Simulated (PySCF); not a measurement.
Do core-level shifts follow atomic charges?

Compound: C₃H₆OS.
Z-matrix (Å and degrees, PBE0-D3(BJ)/def2-SVP geometry), rows numbered from 1:
```
C 
C   1  1.4930
S   2  1.6284  1  123.66
C   2  1.5031  1  115.98  3  -179.01
O   4  1.3743  2  115.81  1   174.64
H   1  1.1018  2  111.43  3  -143.63
H   1  1.1040  2  108.86  3    98.74
H   1  1.0967  2  111.38  3   -20.26
H   4  1.1115  2  106.90  1    49.99
H   4  1.1139  2  105.51  1   -61.14
H   5  0.9770  4  105.88  2     4.94
```

Binding energies: delta-SCF UKS SCAN, pcX-2 on the ionised atom, pcseg-1 elsewhere, spin-free X2C (PySCF). Charges: PBE0/pcSseg-1 ground-state density, for the ionised atom.

| atom | environment | C 1s (eV) | Mulliken (e) | IAO (e) | Hirshfeld (e) | ESP (e) |
| --- | --- | --- | --- | --- | --- | --- |
| C1 | methyl carbon | 291.54 | -0.184 | -0.430 | -0.112 | -0.479 |
| C2 | thiocarbonyl carbon | 292.32 | -0.444 | -0.031 | +0.060 | +0.170 |
| C4 | carbinol carbon (C–OH) | 292.71 | +0.190 | -0.050 | -0.002 | +0.155 |

Problem. Give the correlation coefficient and slope of binding energy on charge for each scheme.

Solution. ESP: r = 0.94, slope 1.5 eV per e; IAO: r = 0.93, slope 2.4 eV per e; Hirshfeld: r = 0.77, slope 5.2 eV per e; Mulliken: r = 0.43, slope 0.8 eV per e. On 3 points no scheme stands out.

Problem. The point-charge model writes a binding energy as kq + V + constant, with V the potential of the other atoms' charges at the site. What does it give with the IAO charges?

Solution. V = Σ 14.40 eV Å × q/r over all other atoms: +6.29 eV at C1, -1.06 eV at C2, -0.05 eV at C4. Fitting binding energy − V to q gives k = 20.1 eV per e and leaves an rms residual of 0.10 eV, against 0.18 eV for the fit on q alone. The model has no term for differences in relaxation between sites.

The unrestricted hole states depart most from a pure doublet (⟨S²⟩ = 0.75; over 0.85 named) for C 1s of C2 (0.93), which makes this value less certain. One conformer (not necessarily the lowest) at the PBE0-D3(BJ)/def2-SVP geometry, without solvent, vibrations or thermal averaging.
